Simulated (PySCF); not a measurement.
Ionisation energies (eV) were calculated with PySCF 2.14 by LDA, PBE, UHF, in another order, as differences of total energies without spin-orbit coupling. The measured values are between term centres (NIST).

```csv
species,measured,A,B,C
"B⁺ (aug-cc-pwCVQZ, non-relativistic)",25.155,24.605,24.554,23.443
"C⁺ (aug-cc-pwCVQZ, non-relativistic)",24.378,24.854,24.774,24.170
"Ne (aug-cc-pwCVQZ, non-relativistic)",21.597,21.662,22.191,19.661
"Mg (aug-cc-pCVQZ, non-relativistic)",7.646,7.611,7.721,6.605
"Cl (aug-cc-pCVQZ-DK, spin-free X2C)",12.974,12.954,13.185,11.746
"Zn (aug-cc-pwCVQZ-PP with ECP10MDF, ECP)",9.394,9.556,9.903,7.780
"Sb (aug-cc-pwCVQZ-PP with ECP28MDF, ECP)",9.124,8.960,9.115,8.568
"Ir (aug-cc-pwCVQZ-PP with ECP60MDF, ECP)",8.926,8.917,9.348,7.028
```

Question: Which column is which method?

Answer: A is PBE (mean error -0.01 eV); B is LDA (mean error 0.20 eV); C is UHF (mean error -1.27 eV). PBE, with gradient corrections, lies close to experiment on average, with errors of both signs. LDA overbinds the outer electron and comes out highest. Hartree-Fock lacks the correlation of the electron removed and comes out lowest.
